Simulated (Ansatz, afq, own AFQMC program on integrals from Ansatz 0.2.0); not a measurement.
Two steps: Ansatz 0.2.0 writes the Fock matrix and Cholesky factors of the valence space, and afq projects on them the lowest state that overlaps trial and start.

```yaml
crystal:
  periodic: [false, false, false]
  atoms:
    - {symbol: Si, position_ang: [0.000000, 0.000000, 0.000000]}
    - {symbol: C, position_ang: [0.000000, 0.000000, 1.502000]}
basis:
  gaussian: {orbitals: 6-31G}
magnetization: {spin_polarized: false, initial_magnetization: 2}
correlation: {method: ccsd_t, electrons: outside_noble_gas, hamiltonian_folder: ham}
```

```sh
$ ansatz run in.yaml --threads 1 --pin off --events-out ev --progress --plain --max-ram 16896MiB --backend cuda --devices 0, --max-vram 18GiB
```

afq runs on the folder ham with

```
--method phaseless --trial cid --walkers 80 --populations 1 --least-time 40 --time-step 0.04 --steps-per-block 10 --equilibration-blocks 8 --max-blocks 150 --target-error 0.00068 --factor-cut 1e-05 --start determinant --seed 4140 --taylor-order 4
```

Times are imaginary, in 1/Eh. The walk had a cap of 60 s.

Log:

```
orbitals 16  electrons 5 3  factors 94 of 267
reference energy -326.50277302 Eh
CCSD correlation -0.12034429 Eh in 15 cycles, weight of the determinant in the CISD state 0.8601
energy of the start -326.619381 Eh
 block  time / (1/Eh)  mean weight  energy / Eh
     1     0.400  1.0007  -326.617734
     2     0.800  0.9990  -326.619259
     3     1.200  1.0054  -326.619322
     4     1.600  1.0023  -326.620979
     5     2.000  0.9948  -326.623927
    10     4.000  1.0034  -326.622059
    19     7.600  1.0000  -326.626158
    23     9.200  1.0092  -326.649771
    29    11.600  1.0016  -326.635801
    39    15.600  0.9934  -326.627459
    49    19.600  1.0011  -326.630208
    59    23.600  1.0021  -326.627327
    69    27.600  1.0004  -326.635075
    79    31.600  0.9985  -326.626399
    89    35.600  0.9955  -326.630134
    93    37.200  1.0035  -326.622501
    99    39.600  0.9990  -326.626016
   107    42.800  1.0119  -326.624812
blocks merged  error / Eh  count
     1  0.000452  100
     2  0.000549  50
     4  0.000533  25
     8  0.000635  12
energy -326.628872 +/- 0.000549 Eh
(rows thinned)
```

The run passed its tests (sampling time, drift between the halves within three errors, error under three times the target), which doesn't prove that it has relaxed.

Against this walk (error 15.0 meV) on the same determinant: CCSD(T) 48.1 meV higher, CCSDT(Q) 7.9 meV higher (within the noise), CCSDTQ 6.2 meV higher (within the noise), full CI 4.6 meV higher (within the noise), a separate phaseless walk with a CISD trial and standard settings 31.5 ± 15.3 meV higher. The error is statistical and leaves out the bias of the constraint.

Cautions: constraint bias not in the error; lower spins were not checked; a spin-contaminated unrestricted determinant lies lower (UHF 311 meV lower, ⟨S²⟩ 2.27); strong correlation (T1 0.053, weight of the determinant 0.86, largest double 0.12); the bias of populations of 80 walkers isn't removed; the time-step error isn't removed.

The walk took 6 s on 1 × NVIDIA H100 80GB HBM3 with 2 threads of AMD EPYC 7R13 Processor (Zen 3) (shared host) (the card was shared). The log's last line is the phaseless energy.

CCSDT and higher add their correlation energy to the determinant of the CCSD(T) run, since their own runs factorise the integrals more tightly (a shift of under 2 meV). A walk keeps the symmetry of its determinant, which the program's search chose and which needn't be the lowest solution, so a lower state of the same spin and another symmetry isn't excluded.
